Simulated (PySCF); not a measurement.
# H4NP: the cost of one run

Programs: PySCF 2.14.0, with density-fitted response routines of our own. Each step states its level of theory. These are calculated values for one molecule, in the gas phase or a continuum, unless marked as measured. Atoms are numbered from 0 throughout.

**1. The molecule as given**

6 atoms, charge 0, multiplicity 1; geometry from: GFN2-xTB.

Bonds of the start (Å): N0–P1 1.54, N0–H2 1.01, P1–H3 1.40, P1–H4 1.38, P1–H5 1.40.

**2. Geometry optimisation at PBE0-D3(BJ)/def2-SVP**

Job settings and geometry (Å):

```
{"job": {"xc": "PBE0", "basis": "def2-SVP", "d3": "d3bj", "grid": 1, "kind": "geom"}, "charge": 0, "multiplicity": 1}
N      1.100113     0.647047    -0.116177
P     -0.284367    -0.018308     0.013640
H      1.884879     0.013743    -0.109888
H     -0.796188    -0.894450    -0.950882
H     -1.224742     0.985388    -0.010953
H     -0.676572    -0.731431     1.152686
```

Command:

```sh
$ OMP_NUM_THREADS=1 python probes_run.py task.json out
```

One launch serves the whole session: the jobs run in the order shown.

Q: Estimate the wall time and peak memory of this first job on 1 thread of Arm Neoverse V2, shared host.

About 2.5 s, with a peak of 0.28 GiB.
